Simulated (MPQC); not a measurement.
**[S2]2− ([S2]2-): levels of theory compared**

Wanted: a comparison of 6 runs (HF/STO-3G, HF/3-21G, HF/def2-SVP, B3LYP/6-31G*, PBE0/def2-SVP, PBE/def2-SVPD) of [S2]2− ([S2]2-). 

Program for the calculation: MPQC 2.3.1.

3 further runs of the same task are left out: 3 set aside as unsound or not needed.

### Step 1. The molecule

[S2]2−: 2 atoms, total charge -2, spin state singlet. Geometry: relaxed at GFN2-xTB.

Bond lengths: S1–S2 2.044 Å.

### Step 2. Energy and gradient at HF/STO-3G (run 1)

input.in

```
% S2
molecule<Molecule>: (
   symmetry = c1
   unit = bohr
   { atoms geometry } = {
      S  [ 1.32518934 -1.12570985 -0.83977539 ]
      S  [ -1.32518934 1.12570985 0.83977539 ]
   }
)
basis<GaussianBasisSet>: (
   name = "STO-3G"
   molecule = $:molecule
   basisdir = "."
   puream = yes
)
mpqc: (
   checkpoint = no
   savestate = no
   restart = no
   do_energy = yes
   do_gradient = yes
   optimize = no
   mole<CLHF>: (
      molecule = $:molecule
      basis = $:basis
      total_charge = -2
      memory = 1000000000
      print_evals = yes
      print_npa = yes
      maxiter = 120
      value_accuracy = 1e-08
      guess_wavefunction<CLHF>: (
         molecule = $:molecule
         total_charge = -2
         memory = 1000000000
         value_accuracy = 1e-3
         basis<GaussianBasisSet>: (
            name = "MINI (Huzinaga)"
            molecule = $:molecule
         )
      )
   )
)
```

The basis set STO-3G is read from a file made from the Basis Set Exchange's data (not shown).

The run is started by

```bash
$ mpqc -o input.out input.in
```

The log of the run:

```text
MPQC: Massively Parallel Quantum Chemistry
[...]
  LUMO is    18   A =   1.122861
  total scf energy = -785.6290869407
[...]
Value of the MolecularEnergy: -785.6290869407
  Gradient of the MolecularEnergy:
      1   -0.0351466055
      2    0.0298560204
      3    0.0222724810
      4    0.0351466055
      5   -0.0298560204
      6   -0.0222724810
  Function Parameters:
    value_accuracy    = 1.629381e-09 (1.000000e-08) (computed)
    gradient_accuracy = 1.629381e-07 (1.000000e-06) (computed)
    hessian_accuracy  = 0.000000e+00 (1.000000e-04)
[...]
      symmetry = c1
[...]
```

Wall time 0.12 s (1 thread of Arm Neoverse V2, shared host).

### Step 3. Energy and gradient at HF/3-21G (run 2)

mol.in

```
% emacs should use -*- KeyVal -*- mode
molecule<Molecule>: (
  symmetry = c1
  unit = bohr
  { atoms geometry } = {
    S  [ 1.32518934    -1.12570985    -0.83977539 ]
    S  [ -1.32518934     1.12570985     0.83977539 ]
  }
)
basis<GaussianBasisSet>: (
  name = "3-21G"
  molecule = $:molecule
  basisdir = "."
  puream = yes
)
mpqc: (
  checkpoint = no
  savestate = no
  restart = no
  do_energy = yes
  do_gradient = yes
  optimize = no
  mole<CLHF>: (
    molecule = $:molecule
    basis = $:basis
    total_charge = -2
    memory = 1000000000
    print_evals = yes
    print_npa = yes
    maxiter = 120
    value_accuracy = 1e-08
    guess_wavefunction<CLHF>: (
      molecule = $:molecule
      total_charge = -2
      memory = 1000000000
      value_accuracy = 1e-3
      basis<GaussianBasisSet>: (
        name = "STO-2G"
        molecule = $:molecule
      )
    )
  )
)
```

The basis set 3-21G is read from a file made from the Basis Set Exchange's data (not shown).

The run is started by

```bash
$ mpqc -o mol.out mol.in
```

The log of the run:

```text
MPQC: Massively Parallel Quantum Chemistry
[...]
  LUMO is    18   A =   0.611198
  total scf energy = -790.9461682490
[...]
Value of the MolecularEnergy: -790.9461682490
  Gradient of the MolecularEnergy:
      1   -0.0798669119
      2    0.0678446217
      3    0.0506118372
      4    0.0798669119
      5   -0.0678446217
      6   -0.0506118372
  Function Parameters:
    value_accuracy    = 7.051943e-10 (1.000000e-08) (computed)
    gradient_accuracy = 7.051943e-08 (1.000000e-06) (computed)
    hessian_accuracy  = 0.000000e+00 (1.000000e-04)
[...]
      symmetry = c1
[...]
```

It took 0.14 s on 1 thread of Arm Neoverse V2, shared host.

Runs 3 to 5 aren't shown in full; the table further down has their settings and results.

### Step 4. Energy and forces at PBE/def2-SVPD (run 6)

mol.in

```
% S2
molecule<Molecule>: (
    symmetry = c1
    unit = angstrom
    { atoms geometry } = {
        S  [ 0.701260    -0.595700    -0.444390 ]
        S  [ -0.701260     0.595700     0.444390 ]
    }
)
basis<GaussianBasisSet>: (
    name = "def2-SVPD"
    molecule = $:molecule
    basisdir = "."
    puream = yes
)
mpqc: (
    checkpoint = no
    savestate = no
    restart = no
    do_energy = yes
    do_gradient = yes
    optimize = no
    mole<CLKS>: (
        molecule = $:molecule
        basis = $:basis
        total_charge = -2
        memory = 1000000000
        print_evals = yes
        print_npa = yes
        maxiter = 120
        value_accuracy = 1e-08
        functional<StdDenFunctional>: ( name = "PBE" )
        integrator<RadialAngularIntegrator>: ( grid = xfine )
        guess_wavefunction<CLHF>: (
            molecule = $:molecule
            total_charge = -2
            memory = 1000000000
            value_accuracy = 1e-3
            basis<GaussianBasisSet>: (
                name = "3-21G"
                molecule = $:molecule
            )
        )
    )
)
```

The basis set def2-SVPD is read from a file made from the Basis Set Exchange's data (not shown).

The run is started by

```bash
$ mpqc mol.in > mol.out
```

The log of the run:

```text
MPQC: Massively Parallel Quantum Chemistry
[...]
  Integrated electron density error = 0.000087208587
  iter     1 energy = -795.5499902987 delta = 2.02194e-01
  Integrated electron density error = -0.000284128653
  iter     2 energy = -795.2785982196 delta = 4.59138e+00
[...]
  Integrated electron density error = 0.000000074848
  iter    24 energy = -795.7065230313 delta = 2.22606e-08
  Integrated electron density error = 0.000000074849
  iter    25 energy = -795.7065230313 delta = 1.04720e-08
  Integrated electron density error = 0.000000074848
  iter    26 energy = -795.7065230313 delta = 1.06768e-08
[...]
  LUMO is    18   A =   0.260125
  total scf energy = -795.7065230313
[...]
  Integrated electron density error = 0.000000066103
  Total Gradient:
[...]
Value of the MolecularEnergy: -795.7065230313
  Gradient of the MolecularEnergy:
      1   -0.0282220714
      2    0.0239747840
      3    0.0178856267
      4    0.0282220714
      5   -0.0239747840
      6   -0.0178856267
  Closed Shell Kohn-Sham (CLKS) Parameters:
    Function Parameters:
      value_accuracy    = 8.226599e-09 (1.000000e-08) (computed)
      gradient_accuracy = 8.226599e-07 (1.000000e-06) (computed)
      hessian_accuracy  = 0.000000e+00 (1.000000e-04)
[...]
        symmetry = c1
[...]
```

It took 18 s on 1 thread of Arm Neoverse V2, shared host; peak memory 0.24 GiB.

### Step 5. Overview of the runs

```
run                               level   starting guess  integration grid  energy (Eh)  HOMO energy (eV)  LUMO energy (eV)  HOMO–LUMO gap (eV)  wall time
  1                           HF/STO-3G  MINI (Huzinaga)                 –  -785.629087             13.86             30.55               16.70     0.12 s
  2                            HF/3-21G           STO-2G                 –  -790.946168              5.08             16.63               11.55     0.14 s
  3                         HF/def2-SVP           STO-3G                 –  -794.576315              5.88             18.39               12.51     0.28 s
  4  B3LYP/6-31G* (spherical functions)    huckel STO-3G             xfine  -796.219198              7.74             12.26                4.51      3.3 s
  5                       PBE0/def2-SVP           STO-3G             xfine  -795.654178              8.61             14.35                5.74      3.3 s
  6                       PBE/def2-SVPD            3-21G             xfine  -795.706523              6.30              7.08                0.77       18 s
```

### Step 6. Summary of results

| quantity | value |
| --- | --- |
| run 6: total energy | -795.70652 Eh |
| run 6: HOMO energy | 6.30 eV |
| run 6: LUMO energy | 7.08 eV |
| run 6: HOMO–LUMO gap (to an unbound level, set by the basis) | 0.77 eV |
| run 6: largest force on an atom | 2.115 eV/Å |

**Reading.** The HOMO–LUMO gap runs from 0.77 eV (PBE/def2-SVPD) to 16.70 eV (HF/STO-3G). The two ends differ in method and basis. The empty levels of an anion lie above zero and hang on the basis. Totals of different functionals can't be ranked against each other. In runs 1, 2, 3, 4, 5, 6 the HOMO lies above zero, so the outermost electron may be held by the basis alone. In run 1 the basis is minimal, so the values are rough. All runs together took 25 s, the longest 18 s.
